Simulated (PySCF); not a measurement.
Gas-phase reaction: 3 Cl2 + 3 CH4 + C3H6 (propylene) → 6 CH3Cl

Computed with PySCF and rigid-rotor harmonic-oscillator thermochemistry at 1 bar. 'Table' is the NASA 1993 thermochemical table (part measured, part estimated). † marks an energy on the PBE0/def2-TZVP geometry and frequencies; other levels use their own. MP2 freezes the core. 6-31G* has spherical d functions here. All species are closed-shell singlets. MP2 isn't extrapolated to the basis-set limit.

Levels: a) ωB97M-V/def2-TZVP†; b) MP2/def2-SVP†; c) HF/6-31G*.

Q: Order the levels by the distance of their ΔH°(298 K) from the table for this reaction, closest first.

A: a (-9 kJ), b (-47 kJ), c (-123 kJ)

The table gives -288 kJ. The order holds for this reaction alone, and for the 1993 entries, some of which have been revised since.
